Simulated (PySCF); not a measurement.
isobutene (C₄H₈), SMILES C=C(C)C. Heavy atoms are numbered as in [CH3:1][C:2]([CH3:3])=[CH2:4]. Hydrogens are named by the atom that carries them.

Geometry optimised at PBE0-D3(BJ)/def2-SVP.

Method: PBE0/pcSseg-1 in PySCF.

GIAO shieldings, no solvent; atoms alike by connectivity are averaged. δ = σ(ref) − σ: ¹³C against TMS (σ = 186.3 ppm); ¹H against TMS (σ = 31.56 ppm), references at their B3LYP-D3(BJ)/def2-TZVP geometries, non-relativistic.

Computed chemical shifts:
```
nucleus     atoms  count  δ (ppm)
-------  --------  -----  -------
¹³C            C2      1    152.3
¹³C      C4 (CH2)      1    121.0
¹³C      C1 (CH3)      2     28.2
¹H        H on C4      2     5.33
¹H        H on C1      6     2.03
```
